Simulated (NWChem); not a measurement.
System: acetylene (C$_{2}$H$_{2}$); SMILES C#C

Here is an NWChem input.

```
start job
memory heap 200 mb stack 900 mb global 1100 mb
geometry units angstroms
  C      0.000000     0.000000    -0.604265
  C      0.000000     0.000000     0.604265
  H      0.000000     0.000000    -1.679242
  H      0.000000     0.000000     1.679242
end
basis spherical
  * library def2-svp
end
dft
  xc xpbe96 cpbe96
  iterations 150
end
driver
  maxiter 120
end
task dft optimize
task dft freq
```

The level has its own optimisation; frequencies are unscaled.

**Question.** Predict the main results of this run. (PBE/def2-SVP.) Quantities: r C–C (Å); r C–H (Å); highest harmonic frequency (cm⁻¹); lowest (cm⁻¹); zero-point energy (kcal/mol).

**Answer.** 
```yaml
r C–C (Å): 1.220
r C–H (Å): 1.082
highest harmonic frequency (cm⁻¹): 3450
lowest (cm⁻¹): 630
zero-point energy (kcal/mol): 16.5
```
